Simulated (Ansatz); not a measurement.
```xyz
8

C    -0.4002   -0.4841   -0.5678
C     0.3123    0.3778    0.4432
Cl    0.8905    1.8689   -0.3271
Cl    1.7025   -0.4963    1.1171
Cl   -0.7923    0.8058    1.7652
H     0.2879   -0.7399   -1.3735
H    -0.7500   -1.3955   -0.0831
H    -1.2508    0.0632   -0.9739
```

The species carries charge 0 and has multiplicity 1.

Q: List the r2SCAN/def2-TZVPP orbital energies in eV (Ansatz 0.2.0). (An estimate is asked.)

A: The calculation gave: Occupied: -2753.94, -2753.94, -2753.94, -278.27, -273.89, -255.30, -255.30, -255.30, -193.93, -193.93, -193.93, -193.66, -193.66, -193.66, -193.66, -193.66, -193.66, -24.93, -21.79, -21.79, -19.75, -15.61, -12.82, -12.82, -12.09, -10.54, -10.54, -8.90, -8.90, -8.22, -7.94, -7.94, -7.59. Lowest empty: -1.64, -0.44, -0.44, 1.67, 2.65, 3.01, 3.01, 5.27.
